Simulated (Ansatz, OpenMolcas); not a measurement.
# A ladder of methods for CHP (SMILES C#P)

The species is CHP (3 atoms), meant as a singlet with charge 0. As SMILES, `C#P`. The coordinates come from a GFN2-xTB relaxation.

```xyz
3

C    -0.1371    0.0598   -0.0664
P     1.1492   -0.5127    0.5742
H    -1.0121    0.4528   -0.5078
```

Quantity: the energy change with the C1–P2 bond stretched from 1.547 to 3.867 Å, in eV. The values are calculated.

| level | kind | program | value (eV) | less FCI/STO-3G |
| --- | --- | --- | --- | --- |
| HF/STO-3G (restricted) | Hartree–Fock | Ansatz | 13.65 | +5.91 |
| r2SCAN/STO-3G (restricted) | meta-GGA | Ansatz | 13.09 | +5.35 |
| B3LYP/STO-3G (restricted) | global hybrid | Ansatz | 12.92 | +5.18 |
| BHLYP/STO-3G (restricted) | global hybrid | Ansatz | 13.40 | +5.66 |
| PBE0/STO-3G (restricted) | global hybrid | Ansatz | 13.48 | +5.74 |
| wB97X/STO-3G (restricted) | range-separated hybrid | Ansatz | 14.17 | +6.43 |
| MP2/STO-3G (unrestricted) | perturbation theory | Ansatz | 7.81 | +0.07 |
| CCSD(T)/STO-3G (restricted) | coupled cluster or CI | Ansatz | 10.27 | +2.53 |
| FCI/STO-3G | exact in the basis | OpenMolcas | 7.74 | 0.00 |

FCI/STO-3G is exact within its basis and frozen core, so for wave-function methods in that basis the difference is their error; functionals converge differently with the basis, so for them it is only a difference. A spin-restricted reference rises too steeply as a bond breaks; here HF/STO-3G, r2SCAN/STO-3G, B3LYP/STO-3G, BHLYP/STO-3G, PBE0/STO-3G, wB97X/STO-3G, CCSD(T)/STO-3G lie well above the multireference or unrestricted value. The first shape isn't each level's own minimum. The values span 7.74 to 14.17 eV. Spin contamination of the reference (⟨S²⟩ at least 0.1 too high) touches MP2/STO-3G. All rows use very small basis sets, so none should be taken for the real molecule's value.
